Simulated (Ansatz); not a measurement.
**Al₂H₂ (singlet): from Hartree-Fock to the top rungs at distance Al1–Al2 = 2.964 Å, 6-31G**

How much of the correlation energy of Al₂H₂ (singlet) does each wave-function method recover here?

Computed with Ansatz 0.2.0, Gaussian basis. Level: 6-31G, core rule «outside noble gas», up to 10 orbitals frozen.

The runs, in order: UHF; CCSD(T) on RHF; CCSD(T) on UHF; BCCD(T) on RHF; CISD; CCSDT(Q) on RHF; CCSDT(Q) on UHF; CCSDTQ on RHF; CCSDTQ on UHF; CASSCF and MRCISD+Q, 2 electrons in 2 orbitals; CASSCF and NEVPT2, 2 electrons in 2 orbitals; CASSCF and MRCISD+Q, 8 electrons in 10 orbitals; CASSCF and NEVPT2, 8 electrons in 10 orbitals; Full CI.

**1. The system**

The geometry derives from a PBE0/def2-TZVP stationary point (not a proven minimum). One bond is set to the value named and the two fragments are kept rigid.

4 atoms, charge 0, spin multiplicity 1.

Atoms are counted from 1 here; the program's logs count them from 0.

Bond lengths: Al1–H3 1.622 Å, Al2–H4 1.622 Å.

**2. UHF**

Input file in.yaml:

```yaml
crystal:
  periodic: [false, false, false]
  atoms:
    - {symbol: Al, position_ang: [0.000000, -0.172688, 1.471904]}
    - {symbol: Al, position_ang: [0.000000, 0.172688, -1.471904]}
    - {symbol: H, position_ang: [0.000000, 1.124714, 2.446031]}
    - {symbol: H, position_ang: [0.000000, -1.124714, -2.446031]}
basis:
  gaussian: {orbitals: 6-31G}
magnetization: {spin_polarized: true, initial_magnetization: 0}
hamiltonian: {xc: hf}
output: {orbitals: {seedname: orbitals}}
```

Command:

```
ansatz run in.yaml --threads 1 --pin off --events-out ev --progress --plain --max-ram 4096MiB --backend cpu
```

The runs that follow: CCSD(T) on RHF; CCSD(T) on UHF; BCCD(T) on RHF; CISD; CCSDT(Q) on RHF; CCSDT(Q) on UHF; CCSDTQ on RHF; CCSDTQ on UHF; CASSCF and MRCISD+Q, 2 electrons in 2 orbitals; CASSCF and NEVPT2, 2 electrons in 2 orbitals; CASSCF and MRCISD+Q, 8 electrons in 10 orbitals; CASSCF and NEVPT2, 8 electrons in 10 orbitals; Full CI.

**Question.** What will the summary of the whole plan be? Wanted: FCI from the RHF energy; RMP2 from FCI; UMP2 from FCI; RCCSD from FCI; RCCSD(T) from FCI; UCCSD(T) from FCI; RCCSDT(Q) from FCI; UCCSDT(Q) from FCI; NEVPT2 pair from FCI.

The runs gave:

| quantity | value |
| --- | --- |
| FCI from the RHF energy | -2.7245 eV |
| RMP2 from FCI | +94.3 kJ/mol |
| UMP2 from FCI | +104.9 kJ/mol |
| RCCSD from FCI | +9.0 kJ/mol |
| RCCSD(T) from FCI | +3.3 kJ/mol |
| UCCSD(T) from FCI | +5.4 kJ/mol |
| RCCSDT(Q) from FCI | +0.2 kJ/mol |
| UCCSDT(Q) from FCI | +0.2 kJ/mol |
| NEVPT2 pair from FCI | +71.8 kJ/mol |
| NEVPT2 valence from FCI | +17.6 kJ/mol |
| MRCISD+Q valence from FCI | +1.2 kJ/mol |
| levels within 1 kcal/mol (43 meV) | RCCSD(T), BCCD(T), RCCSDT, UCCSDT, RCCSDT(Q), UCCSDT(Q), RCCSDTQ, UCCSDTQ, MRCISD valence, MRCISD+Q valence |
| T1 diagnostic | 0.029 |
| effectively unpaired electrons | 0.24 |

RCCSD(T) misses by +3.3 kJ/mol, 1.3 % of the correlation energy. CCSD(T) misses by +3.3 kJ/mol on the restricted determinant and by +5.4 kJ/mol on the unrestricted one; the two need not hold the same state or core. The occupations show static correlation (0.24 effectively unpaired electrons where one determinant has 0). Of the multireference levels listed MRCISD+Q valence comes nearest in total energy (+1.2 kJ/mol), which doesn't show that its space is the better one. These misses are within one basis, not against nature.
